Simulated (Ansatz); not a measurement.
Process, species as SMILES: C=[C]Cl → C=[C-]Cl (an electron is taken up)
B3LYP-D3(BJ)/def2-TZVP geometries, fixed; electronic energies without zero-point terms; positive where energy is released.
Largest species:
```
C
C 1 1.3086
H 1 1.0829 2 120.27
H 1 1.0879 3 117.72 2 -180.00
Cl 2 1.6767 1 135.19 3 -180.00
```
Charge 0, spin multiplicity 2.

Basis-set convergence of the adiabatic electron affinity at r2SCAN with Ansatz (a program for electronic structure). Cartesian d functions, on some or all atoms, in 6-31G*, 6-31+G*, 6-311G**, 6-311+G**; all else is spherical. Open shells are unrestricted. No added dispersion term, no relativity. Functions are those of the species that has most. Reference: the value in aug-pcseg-3, 1.430 eV, itself unsure by roughly 0.005 eV (its mean distance from aug-cc-pV(Q+d)Z, def2-QZVPPD). Deviations are taken from unrounded values.

| basis | functions | adiabatic electron affinity (eV) |
|---|---|---|
| 6-31G* | 53 | 1.010 |
| 6-31+G* | 65 | 1.532 |
| def2-SVP | 56 | 1.001 |
| def2-SVPD | 83 | 1.464 |
| pcseg-1 | 56 | 1.447 |
| aug-pcseg-1 | 91 | 1.613 |
| cc-pV(D+d)Z | 61 | 1.113 |
| aug-cc-pV(D+d)Z | 96 | 1.532 |
| 6-311G** | 75 | 1.388 |
| 6-311+G** | 87 | 1.557 |
| def2-TZVP | 111 | 1.312 |
| def2-TZVPD | 138 | 1.425 |
| pcseg-2 | 122 | 1.387 |
| aug-pcseg-2 | 188 | 1.452 |
| cc-pV(T+d)Z | 127 | 1.269 |
| aug-cc-pV(T+d)Z | 193 | 1.452 |
| def2-TZVPP | 132 | 1.312 |
| def2-TZVPPD | 159 | 1.423 |
| cc-pV(Q+d)Z | 234 | 1.345 |
| aug-cc-pV(Q+d)Z | 341 | 1.435 |
| def2-QZVPP | 244 | 1.388 |
| def2-QZVPPD | 271 | 1.425 |
| pcseg-3 | 250 | 1.417 |
| aug-pcseg-3 | 357 | 1.430 |

What the diffuse functions change, pair by pair:
- 6-31G* to 6-31+G*: 12 more functions, deviation -0.420 to 0.103 eV
- def2-SVP to def2-SVPD: 27 more functions, deviation -0.429 to 0.034 eV
- pcseg-1 to aug-pcseg-1: 35 more functions, deviation 0.017 to 0.183 eV
- cc-pV(D+d)Z to aug-cc-pV(D+d)Z: 35 more functions, deviation -0.317 to 0.102 eV
- 6-311G** to 6-311+G**: 12 more functions, deviation -0.041 to 0.127 eV
- def2-TZVP to def2-TZVPD: 27 more functions, deviation -0.118 to -0.005 eV
- pcseg-2 to aug-pcseg-2: 66 more functions, deviation -0.043 to 0.022 eV
- cc-pV(T+d)Z to aug-cc-pV(T+d)Z: 66 more functions, deviation -0.161 to 0.023 eV
- def2-TZVPP to def2-TZVPPD: 27 more functions, deviation -0.118 to -0.007 eV
- cc-pV(Q+d)Z to aug-cc-pV(Q+d)Z: 107 more functions, deviation -0.084 to 0.005 eV
- def2-QZVPP to def2-QZVPPD: 27 more functions, deviation -0.041 to -0.005 eV
- pcseg-3 to aug-pcseg-3: 107 more functions, deviation -0.013 to 0.000 eV

Leaving out the reference's own pair, they bring the value nearer the reference by more than 0.005 eV in 9 of 11 pairs.
